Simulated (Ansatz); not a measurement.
Reaction: AlF3 (SMILES [F][Al]([F])[F]) → AlF2 (SMILES [Al]([F])[F], doublet) + F (doublet) (the Al-F bond breaks)
Each species at its own B3LYP-D3(BJ)/def2-TZVP minimum (Ansatz, a program for electronic structure).

Total energies in hartree (Ansatz). UHF or UKS for unpaired electrons; spin-orbit terms are left out. Correlated methods leave the cores frozen. No relativity.

```csv
species,HF/cc-pV(T+d)Z,CCSD(T)/cc-pV(T+d)Z,HF/cc-pV(Q+d)Z,CCSD(T)/cc-pV(Q+d)Z,CCSD(T)/cc-pV(D+d)Z,CCSDT(Q)/cc-pV(D+d)Z
1: AlF3 (SMILES [F][Al]([F])[F]),-540.60056,-541.45105,-540.63548,-541.56312,-541.10877,-541.11069
"2: AlF2 (SMILES [F][Al][F], doublet)",-441.01068,-441.58633,-441.03478,-441.66263,-441.35489,-441.35637
3: F (doublet),-99.40552,-99.62036,-99.41377,-99.65026,-99.52757,-99.52776
```

Q: Work out the bond dissociation energy (electronic) in kcal/mol: take Hartree-Fock from cc-pV(Q+d)Z, extrapolate the CCSD(T) correlation energy as X^-3 (X = 3, 4), and add CCSDT(Q) - CCSD(T) in cc-pV(D+d)Z. 1 hartree = 627.51 kcal/mol.

A: 
Species 1: correlation (64·(-0.92764) - 27·(-0.85049))/37 = -0.98394; step -0.00192; E1 = -540.63548 + (-0.98394) + (-0.00192) = -541.62134
Species 2: correlation (64·(-0.62785) - 27·(-0.57565))/37 = -0.66594; step -0.00148; E2 = -441.03478 + (-0.66594) + (-0.00148) = -441.70220
Species 3: correlation (64·(-0.23649) - 27·(-0.21484))/37 = -0.25229; step -0.00019; E3 = -99.41377 + (-0.25229) + (-0.00019) = -99.66625
-1·E1 +1·E2 +1·E3 = 0.25289 hartree = 158.7 kcal/mol.
